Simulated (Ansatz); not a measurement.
Relaxation of BFH₄N (7 atoms, charge 0, multiplicity 2), to a largest force component of 0.03 eV/Å in at most 50 steps.

Level of theory: Ansatz, UKS CAM-B3LYP-D4/def2-mTZVP.

```xyz
7
Properties=species:S:1:pos:R:3
B -0.053 0.100 0.706
F -0.705 1.292 0.793
H 1.103 0.161 0.405
H -0.716 -0.850 0.334
N 0.151 -0.327 2.458
H -0.645 -0.506 3.113
H 0.864 0.131 3.081
```

Q: Where does it end, and by what steps?

A: The run converged. The force dipped under the threshold on the way, but the program's further checks kept it going. After 13 steps the energy has fallen by 1.032 eV; H7 moved furthest, 0.97 Å.

```tsv
step	energy less start (eV)	largest force component (eV/Å)	accepted
0	0.0000	1.436	yes
1	-0.0971	0.854	yes
2	-0.1821	0.784	yes
3	-0.2921	2.314	yes
4	-0.5461	1.768	yes
5	-0.8122	1.363	yes
6	-0.9314	1.323	yes
7	-0.9949	0.534	yes
8	-1.0047	0.442	yes
9	-1.0247	0.377	yes
10	-1.0242	0.492	no
11	-1.0301	0.028	yes
12	-1.0307	0.234	yes
13	-1.0318	0.010	yes
```

```xyz
7
Properties=species:S:1:pos:R:3
B -0.097 0.141 1.008
F -1.089 1.038 0.706
H 1.026 0.404 0.504
H -0.142 -0.936 0.359
N 0.060 -0.144 2.414
H -0.514 0.281 3.131
H 0.756 -0.784 2.767
```

Whether the end is a true minimum wasn't checked by a vibrational analysis.

The run took 28 s on 2 threads of Arm Neoverse V1, with other jobs on the host, peak memory 0.16 GiB.
